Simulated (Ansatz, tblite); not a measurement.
**The cluster PdCl₂: competing shapes**

One table from this session's results is given with a row withheld; the runs are named, their logs left out.

The runs use Ansatz 0.2.0, Gaussian basis; relaxed with r2SCAN-D4/def2-TZVP, singlet.

4 further runs of the same task are left out: 4 set aside as unsound or not needed. Runs told in other sessions of the task aren't counted.

### The system as given

3 atoms, charge 0, spin multiplicity 1.

Atoms are counted from 1 here; the program's logs count them from 0.

Bond lengths: Pd1–Cl2 2.147 Å, Pd1–Cl3 2.148 Å. Angles: Cl2–Pd1–Cl3 92.3°.

Pd takes a core potential in the def2 sets. No spin-orbit coupling is included.

A search from random starts with GFN1-xTB found 2 distinct shapes; 2 go on here. The structure above is candidate A, which lies 0.00 eV above the lowest at that level; B lies 1.20 eV above the lowest at that level.

The first run:

in.yaml reads:

```yaml
crystal:
  periodic: [false, false, false]
  atoms:
    - {symbol: Pd, position_ang: [-0.941710, 0.011200, 0.310660]}
    - {symbol: Cl, position_ang: [0.905070, 0.729860, 1.136650]}
    - {symbol: Cl, position_ang: [0.036640, -0.741060, -1.447310]}
basis:
  gaussian: {orbitals: def2-TZVP}
hamiltonian: {xc: r2scan, dispersion: d4}
scf: {lower_state_search: "off"}
output: {orbitals: {seedname: orbitals}}
relax: {f_tol: 0.02, max_steps: 100}
```

Command:

```
> ansatz run in.yaml --threads 4 --pin off --events-out ev --progress --plain --max-ram 3916MiB
```

Among the steps run: Relaxing candidate A; Relaxing candidate B; Candidate B, PBE0-D4/def2-TZVP; Candidate B, PBE-D4/def2-TZVP; Candidate B, r2SCAN-D4/def2-TZVP; Candidate B, HSE06-D4/def2-TZVP; Candidate B, revPBE-D4/def2-TZVP; Candidate B, CCSD(T)/def2-TZVPP.

One of the session's tables, all rows but one given; the rest of the session is left out.

It belongs to the step «B against A». 

```
              level  B above A (kcal/mol)
           GFN1-xTB                 +30.6
           GFN2-xTB                 +60.2
      HF/def2-TZVPP                     ?
   PBE-D4/def2-TZVP                 +35.2
revPBE-D4/def2-TZVP                 +33.7
r2SCAN-D4/def2-TZVP                 +41.6
  PBE0-D4/def2-TZVP                 +38.2
 HSE06-D4/def2-TZVP                 +37.8
     MP2/def2-TZVPP                 +33.6
    CCSD/def2-TZVPP                 +45.8
 CCSD(T)/def2-TZVPP                 +44.0
```

Estimate the missing values for HF/def2-TZVPP.

**Answer.** B above A (kcal/mol): +51.2. In the column «B above A (kcal/mol)» it lies between CCSD/def2-TZVPP (+45.8) and GFN2-xTB (+60.2).

CCSD(T)/def2-TZVPP is no safe reference here (restricted state is unstable towards broken spin symmetry).

Limits of these values: A random search of this size may have missed the true lowest shape. Only singlets are compared; another spin may lie lower and prefer another shape.
